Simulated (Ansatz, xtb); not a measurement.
# Relaxing a trial structure of CH3NS−

The starting geometry of this gas-phase doublet was built from a drawn formula by distance geometry and a force field; its bonds are those of `C1[N-][SH]1`.

```yaml
atoms:
  - { symbol: C, position_ang: [-1.2268, -0.1981, 1.0989] }
  - { symbol: N, position_ang: [-0.7398, -1.3906, 1.7728] }
  - { symbol: S, position_ang: [-1.8634, -1.8549, 0.6363] }
  - { symbol: H, position_ang: [-0.5179, 0.2371, 0.3872] }
  - { symbol: H, position_ang: [-1.8682, 0.4641, 1.6622] }
  - { symbol: H, position_ang: [-3.0073, -1.8885, 1.4486] }
```

Q: Where would you expect an optimisation with r2SCAN-D4/def2-SVPD to take it?

A: A bond breaks, leaving `[CH2][N-]S`. Contacts that open: C1–S3 (1.83 → 2.58 Å).

The energy falls by 2.41 eV over 19 steps:

```json
{"step": "1", "E − E(last) (eV)": "2.405"}
{"step": "3", "E − E(last) (eV)": "1.401"}
{"step": "5", "E − E(last) (eV)": "0.632"}
{"step": "7", "E − E(last) (eV)": "0.477"}
{"step": "9", "E − E(last) (eV)": "0.333"}
{"step": "11", "E − E(last) (eV)": "0.156"}
{"step": "13", "E − E(last) (eV)": "0.038"}
{"step": "15", "E − E(last) (eV)": "0.005"}
{"step": "17", "E − E(last) (eV)": "0.000"}
{"step": "19", "E − E(last) (eV)": "0.000"}
```

Final geometry (Å):

```tsv
atom	x (Å)	y (Å)	z (Å)
C	-1.0490	-0.0281	1.1621
N	-0.8350	-1.3402	0.9107
S	-2.2520	-2.2678	0.7400
H	-0.1526	0.6029	1.2465
H	-2.0133	0.4745	0.9648
H	-2.9215	-2.0722	1.9819
```

From the same start GFN2-xTB ends elsewhere, in pieces: CH2N + HS.

The end wasn't checked by frequencies. Open shells are spin-unrestricted. Run with Ansatz 0.2.0, 80 s on 2 threads of Arm Neoverse V1, on a shared host.
